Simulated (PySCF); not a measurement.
Consider cyanoacetic acid, `N#CCC(=O)O` (C3H3NO2). Numbering: `[N:1]#[C:2][CH2:3][C:4](=[O:5])[OH:6]`

Computed at ωB97X-D3(BJ)/ma-def2-TZVP // PBE0-D3(BJ)/ma-def2-SVP with PySCF (density fitting, grid level 2). Zero-point and thermal terms (298.15 K, 1 bar) come from unscaled PBE0-D3(BJ)/ma-def2-SVP harmonic frequencies, with soft modes damped to free rotors in the entropy.

Question: Rank these of its positions by gas-phase deprotonation enthalpy, most acidic first.
A. C3 (carbon α to the carbonyl-type group)
B. O6 (acid OH oxygen)

Answer: B (1383 kJ/mol), A (1417 kJ/mol).

Question: For O6 (acid OH oxygen), what are ΔE (electronic) and ΔG(298 K) of the loss of the proton?

Answer: ΔE = 1412 and ΔG = 1351 kJ/mol, beside ΔH = 1383 kJ/mol. The product is `N#CCC(=O)[O-]`.

---

Consider phosphorous nitride, `N#P` (NP). Numbering: `[N:1]#[P:2]`

Level of theory: ωB97X-D3(BJ)/def2-TZVP single points in PySCF, grid level 2; every species was optimised with PBE0-D3(BJ)/def2-SVP. Thermal corrections: PBE0-D3(BJ)/def2-SVP frequencies, unscaled, ideal gas at 298.15 K and 1 bar, quasi-RRHO entropy.

Question: Rank these of its sites by proton affinity, highest first.
A. P2 (phosphorus)
B. N1 (nitrogen)

Answer: B (813 kJ/mol), A (420 kJ/mol).

Question: For N1 (nitrogen), what are ΔE (electronic) and ΔG(298 K) of removing the proton again?

Answer: ΔE = 838 and ΔG = 782 kJ/mol, beside ΔH = 813 kJ/mol. The protonated species is `[NH+]#P`.

Question: Of those listed, which site of protonation is favoured in DMF (IEF-PCM), and by how much?

Answer: N1 (nitrogen), by 335 kJ/mol over P2 (phosphorus); the gas phase favours the same one.

---

Consider methyl acrylate, `C=CC(=O)OC` (C4H6O2). Non-hydrogen atoms are numbered in `[CH2:1]=[CH:2][C:3](=[O:4])[O:5][CH3:6]`.

Level of theory: ωB97X-D3(BJ)/def2-TZVP single points in PySCF, grid level 2; every species was optimised with PBE0-D3(BJ)/def2-SVP. Thermal corrections: PBE0-D3(BJ)/def2-SVP frequencies, unscaled, ideal gas at 298.15 K and 1 bar, quasi-RRHO entropy.

(1) Rank these of its sites by proton affinity, highest first.
A. O5 (ester-type oxygen)
B. O4 (carboxyl C=O oxygen)

(2) For O5 (ester-type oxygen), what are ΔE (electronic) and ΔG(298 K) of removing the proton again?

## Answers

(1) B (836 kJ/mol), A (748 kJ/mol).

(2) ΔE = 772 and ΔG = 721 kJ/mol, beside ΔH = 748 kJ/mol. The protonated species is `C=CC(=O)[OH+]C`.
